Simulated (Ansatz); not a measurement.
I need a ladder of methods at one geometry of CH2S2, SMILES C1SS1. Use the Ansatz DFT code, driven from Python. Level of theory (for the species named): MP2, def2-SVP basis, multiplicity 1. The script varies method: mp2, ccsd, ccsd_t.

`run_methods.py`
```python
# -*- coding: utf-8 -*-
"""One geometry of CH2S2, method by method."""

import ansatz as az
from rdkit import Chem
from rdkit.Chem import AllChem

BASIS = "def2-SVP"

# a force-field geometry from the SMILES
rd = Chem.AddHs(Chem.MolFromSmiles("C1SS1"))
AllChem.EmbedMolecule(rd, randomSeed=755)
AllChem.UFFOptimizeMolecule(rd)
geometry = az.Crystal.molecule()
for atom, xyz in zip(rd.GetAtoms(), rd.GetConformer().GetPositions()):
    geometry = geometry.atom(atom.GetSymbol(), xyz.round(5).tolist())

job = geometry.calculation().basis(gaussian=BASIS).scf(lower_state_search="standard")

methods = ["mp2", "ccsd", "ccsd_t"]
reports = [job.correlation(m).run().report for m in methods]
print(f"Hartree-Fock reference {reports[0]['reference_energy_ev'] / 27.211386246:.6f} Ha")
best = reports[-1]["free_energy_ev"] - reports[-1]["reference_energy_ev"]
for method, each in zip(methods, reports):
    gained = each["free_energy_ev"] - each["reference_energy_ev"]
    print(f"{method:8s} total {each['free_energy_ev'] / 27.211386246:.6f} Ha  correlation {gained:9.4f} eV  ({100 * gained / best:.1f} % of the last)")
```

```console
$ python run_methods.py
Hartree-Fock reference -833.765309 Ha
mp2      total -834.161240 Ha  correlation  -10.7738 eV  (88.8 % of the last)
ccsd     total -834.194844 Ha  correlation  -11.6882 eV  (96.4 % of the last)
ccsd_t   total -834.211053 Ha  correlation  -12.1293 eV  (100.0 % of the last)
```

Reading the output:
- These settings explore the input space; basis and method may be short of convergence.
- The geometry is a force-field or estimated start, not a minimum of this method, and the basis set is short of its limit. A lower total doesn't mark the better method: functionals have no common bound, and MP2 and coupled cluster aren't variational.
- Inner cores stay frozen, so this is valence correlation.
- Finished in 2.2 s on 1 thread of Arm Neoverse V2, with other jobs on the host, peak memory 0.25 GiB.
